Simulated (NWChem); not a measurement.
# SiH2, singlet; SMILES [SiH2]

Program: NWChem. Low-valent species are run as closed-shell singlets; no triplet was tried in these runs. The geometry was optimised at PBE0/def2-SVP. Level: PBE0/def2-SVP with SMD (1 M gas to 1 M solution), gas-phase geometry. Reactions with the solvent are ignored.

For solvent n-hexane:

cavity-dispersion-structure term (kcal/mol): -0.8

What are these values for solvent water?

The cavity-dispersion-structure term (kcal/mol) is 1.1.
